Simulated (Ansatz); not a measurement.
# C₂H₆B radical: how energies converge with the basis set

The task here is to estimate one member of a computed series from the others.

Program: Ansatz 0.2.0, Gaussian basis. Level of theory: one geometry, several basis sets. These are calculated values, not measurements.

Plan: PBE0-D4/def2-SVP; ωB97M-V/def2-SVP; PBE0-D4/def2-QZVPP; ωB97M-V/def2-QZVPP; CCSD(T)/cc-pV(D+d)Z; CCSD(T)/cc-pV(T+d)Z; CCSD(T)/cc-pV(Q+d)Z; the functionals' def2-TZVPP values are taken from earlier runs.

**The geometry**

All runs share one geometry, relaxed beforehand with PBE0-D4 in a triple-zeta def2 set.

SMILES `C[B]C`, 9 atoms, charge 0, spin multiplicity 2.

Atoms are counted from 1 here; the program's logs count them from 0.

Bond lengths: C1–B2 1.545 Å, C1–H4 1.098 Å, C1–H5 1.092 Å, C1–H6 1.101 Å, B2–C3 1.545 Å, C3–H7 1.098 Å, C3–H8 1.092 Å, C3–H9 1.101 Å. Angles: B2–C1–H4 113.9°, B2–C1–H5 114.6°, B2–C1–H6 105.5°, H4–C1–H5 109.4°, H4–C1–H6 106.7°, H5–C1–H6 106.0°, C1–B2–C3 129.9°, B2–C3–H7 114.1°, B2–C3–H8 114.3°, B2–C3–H9 105.7°, H7–C3–H8 109.4°, H7–C3–H9 106.9°, H8–C3–H9 105.8°.

The first run:

Input file in.yaml:

```yaml
crystal:
  periodic: [false, false, false]
  atoms:
    - {symbol: C, position_ang: [-0.649319, 0.919397, -0.823262]}
    - {symbol: B, position_ang: [0.604101, 0.332183, -0.137647]}
    - {symbol: C, position_ang: [0.751439, -0.927520, 0.744459]}
    - {symbol: H, position_ang: [-1.398501, 0.166265, -1.099903]}
    - {symbol: H, position_ang: [-0.440505, 1.557318, -1.684112]}
    - {symbol: H, position_ang: [-1.119518, 1.570997, -0.070371]}
    - {symbol: H, position_ang: [0.009172, -1.709418, 0.537921]}
    - {symbol: H, position_ang: [1.751432, -1.366003, 0.737807]}
    - {symbol: H, position_ang: [0.580199, -0.589418, 1.778008]}
basis:
  gaussian: {orbitals: def2-SVP}
magnetization: {spin_polarized: true, initial_magnetization: 1}
hamiltonian: {xc: pbe0, dispersion: d4}
output: {orbitals: {seedname: orbitals}}
```

Launch:

```console
$ ansatz run in.yaml --threads 2 --pin off --events-out ev --progress --plain --max-ram 32768MiB --backend cpu
```

Among the steps run: PBE0-D4 in def2-SVP; ωB97M-V in def2-SVP; PBE0-D4 in def2-QZVPP; ωB97M-V in def2-QZVPP.

One of the session's tables, all rows but one given; the rest of the session is left out.

It belongs to the step «Density functionals: the series». 

```
functional       basis  HOMO (eV)
   PBE0-D4    def2-SVP      -4.84
   PBE0-D4  def2-TZVPP          ?
   PBE0-D4  def2-QZVPP      -4.94
   ωB97M-V    def2-SVP      -6.66
   ωB97M-V  def2-TZVPP      -6.78
   ωB97M-V  def2-QZVPP      -6.79
```

Q: Estimate the row for PBE0-D4, def2-TZVPP from the others.

As computed: HOMO (eV): -4.92. In the column «HOMO (eV)» it lies between PBE0-D4, def2-QZVPP (-4.94) and PBE0-D4, def2-SVP (-4.84).
